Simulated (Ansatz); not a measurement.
```yaml
crystal:
  periodic: [false, false, false]
  atoms:
    - {symbol: Ge, position_ang: [-1.206944, -0.109903, -0.004208]}
    - {symbol: Ga, position_ang: [1.212698, 0.087327, 0.003975]}
    - {symbol: H, position_ang: [-1.212686, 1.501872, 0.013416]}
    - {symbol: H, position_ang: [1.998532, 1.524032, 0.021655]}
    - {symbol: H, position_ang: [2.309076, -1.146150, -0.006793]}
basis:
  gaussian: {orbitals: def2-TZVP}
magnetization: {spin_polarized: true, initial_magnetization: 2}
hamiltonian: {xc: pbe0}
relax: {f_tol: 0.004, max_steps: 80}
```

```sh
$ ansatz run in.yaml --threads 1 --pin off --events-out ev --progress --plain --max-ram 2176MiB
```

Steps of the relaxation (energy above the last step; positions in Å, forces in eV/Å):

```
5
step 1, 572.0 meV
Ge   -1.207   -0.110   -0.004    0.584    1.004    0.012
Ga    1.213    0.087    0.004    1.762   -0.643   -0.003
H    -1.213    1.502    0.013   -0.730   -0.381   -0.006
H     1.999    1.524    0.022   -0.828   -0.377   -0.006
H     2.309   -1.146   -0.007   -0.788    0.397    0.002
```

```
5
step 2, 136.9 meV
Ge   -1.068   -0.006   -0.003    0.379    0.761    0.009
Ga    1.372    0.004    0.003    0.176    0.272    0.003
H    -1.402    1.564    0.014   -0.238   -0.554   -0.007
H     1.875    1.539    0.022   -0.205   -0.508   -0.006
H     2.323   -1.243   -0.008   -0.113    0.029    0.000
```

```
5
step 3, 58.2 meV
Ge   -0.989    0.085   -0.002   -0.013    0.301    0.003
Ga    1.431   -0.014    0.003   -0.207    0.173    0.001
H    -1.574    1.568    0.013    0.111   -0.429   -0.004
H     1.886    1.487    0.021    0.167    0.044    0.001
H     2.347   -1.269   -0.008   -0.059   -0.088   -0.001
```

```
5
step 7, 0.0 meV
Ge   -0.940    0.116   -0.001   -0.001    0.000    0.000
Ga    1.465    0.105    0.005   -0.001    0.001    0.000
H    -1.787    1.423    0.011    0.000    0.000    0.000
H     2.186    1.497    0.022    0.001    0.002    0.000
H     2.176   -1.285   -0.009    0.001   -0.002    0.000
```

Close pairs at the end: Ge1–H3 1.558 Å, Ga2–H5 1.561 Å, Ga2–H4 1.568 Å, Ge1–Ga2 2.405 Å.

A stationary point of unrestricted PBE0 after 7 steps, with ⟨S²⟩ = 2.005 against 2.00 for a pure state; no frequencies were run, so it isn't proven a minimum. 34 s on 1 thread of Intel Xeon 6975P-C, shared host.
